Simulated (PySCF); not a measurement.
Geometry:
```json
{"atom": "B1", "x (Å)": "-0.245", "y (Å)": "-0.402", "z (Å)": "-1.266"}
{"atom": "N2", "x (Å)": "-0.248", "y (Å)": "-0.416", "z (Å)": "0.362"}
{"atom": "C3", "x (Å)": "0.435", "y (Å)": "0.720", "z (Å)": "0.986"}
{"atom": "H4", "x (Å)": "0.178", "y (Å)": "-1.294", "z (Å)": "0.665"}
{"atom": "H5", "x (Å)": "-1.220", "y (Å)": "-0.457", "z (Å)": "0.670"}
{"atom": "H6", "x (Å)": "0.402", "y (Å)": "0.669", "z (Å)": "2.085"}
{"atom": "H7", "x (Å)": "1.477", "y (Å)": "0.731", "z (Å)": "0.643"}
{"atom": "H8", "x (Å)": "-0.044", "y (Å)": "1.645", "z (Å)": "0.641"}
{"atom": "H9", "x (Å)": "0.936", "y (Å)": "-0.417", "z (Å)": "-1.595"}
{"atom": "H10", "x (Å)": "-0.820", "y (Å)": "0.633", "z (Å)": "-1.588"}
{"atom": "H11", "x (Å)": "-0.851", "y (Å)": "-1.413", "z (Å)": "-1.603"}
```

How the numbers were obtained: GIAO KT2/pcSseg-1 shieldings, coordinates at the PBE0-D3(BJ)/def2-SVP level, in PySCF (isolated molecule, non-relativistic, fast rotation and ring inversion assumed for equivalent nuclei, single conformer).

Referencing at the same level of theory: TMS for $^{13}$C, $^{1}$H; $^{11}$B vs BF3·OEt2; $^{15}$N against NH3.

```csv
atoms,nucleus,count,δ (ppm)
B1,$^{11}$B,1,-20.1
H6/H7/H8,$^{1}$H,3,?
H9/H10/H11,$^{1}$H,3,2.23
C3,$^{13}$C,1,?
H4/H5,$^{1}$H,2,2.55
N2,$^{15}$N,1,53.9
```

Problem. Fill in the missing shifts.

Solution. 
- C3: 37.0 ppm, carbon bonded to N, 3 H
- H6/H7/H8: 2.48 ppm, hydrogen on a carbon bonded to N

The OH or NH signal is concentration- and solvent-dependent in practice; the value given is the gas-phase one. Hydrogens on boron are broadened and split by $^{11}$B (spin 3/2, 80 %) and 10B (spin 3). Shifts are as computed. Against solution values, carbons near 30 ppm lie about +2 ppm off and those near 130 ppm about -5 ppm. Of 1211 compounds with measured shifts, 218 miss one by over three times the rms of a fit or turn the order of signals round; such compounds aren't used in these exercises. Experimental scales use liquid or dissolved standards, which lie at an offset from isolated NH3 (liquid NH3: subtract about 20 ppm).
